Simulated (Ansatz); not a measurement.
Two structures of CH9NSi, closed shell, reached by relaxing down either side of one saddle point (PBE0-D4/def2-TZVP). Energies are electronic, without zero-point energy. Computed with Ansatz 0.2.0 (basis: def2-TZVPP and def2-QZVPP); correlated methods freeze the cores. Extrapolation: Hartree–Fock as exp(−7.88 √X), correlation as X^−2.97. First:

```tsv
atom	x (Å)	y (Å)	z (Å)
Si1	-0.2803	-0.4092	-0.3219
C2	0.4498	1.2728	0.0504
H3	0.8321	-1.3523	-0.6201
H4	-1.0243	-0.8739	0.8818
N5	-1.3738	-0.4917	-1.6479
H6	1.8185	-1.1576	2.7939
H7	1.1022	-1.3041	2.6431
H8	-0.3329	1.9988	0.2855
H9	1.0182	1.6528	-0.8025
H10	1.1260	1.2162	0.9084
H11	-1.0357	-0.4482	-2.5950
H12	-2.2998	-0.1035	-1.5757
```

Second:

Si1  (-0.685, -0.762, -0.648)
C2  (1.474, 1.641, 1.414)
H3  (0.497, -0.293, -1.415)
H4  (-1.492, 0.391, -0.171)
N5  (-1.669, -1.692, -1.709)
H6  (1.220, 0.603, 1.627)
H7  (-0.174, -1.476, 0.561)
H8  (1.184, 2.266, 2.258)
H9  (0.945, 1.972, 0.521)
H10  (2.548, 1.725, 1.250)
H11  (-1.250, -2.420, -2.266)
H12  (-2.598, -1.956, -1.422)
(Å)

Task: Which bonds change from the first to the second?

Result: CH₇NSi ([CH3][SiH2][NH2]) + H₂ → SiNH₅ ([NH2][SiH3]) + CH₄; bonds formed: Si1–H7, C2–H6; bonds broken: Si1–C2, H6–H7.

Task: Give the saddle point's structure and its height above each. (To be estimated.)

Result: Computed: 2.907 eV above the first and 3.159 eV above the second (CCSD(T) at an estimated basis limit (MP2 extrapolated from triple and quadruple zeta, plus CCSD(T) − MP2 in triple zeta)).
```xyz
12
angstrom
Si -0.2323 -0.5872 -0.0412
C 0.8122 1.1320 0.6500
H 1.0290 -1.0534 -0.6873
H -1.3724 -0.2089 0.8445
N -1.1957 -0.7741 -1.4488
H 0.7414 -0.1346 1.2360
H 0.4553 -1.1843 1.3653
H 0.4427 1.6733 1.5228
H 0.4356 1.6650 -0.2308
H 1.9015 1.1617 0.5899
H -0.8288 -1.0839 -2.3339
H -2.1884 -0.6053 -1.4666
```

No T1 diagnostic of these runs exceeds 0.012. The end structure is not quite a true minimum (one mode of 36i cm⁻¹).

Labels in which every atom is bracketed show which atoms are joined, not bond orders.

For scale, one of the runs: CCSD(T)/def2-TZVPP, 230 basis functions, launched by `ansatz run in.yaml --threads 4 --pin off --events-out ev --progress --plain --max-ram 9574MiB`. Hardware: 4 CPU threads of an Arm Neoverse V1, shared host. Wall time 49 s; peak host memory 3.9 GiB.
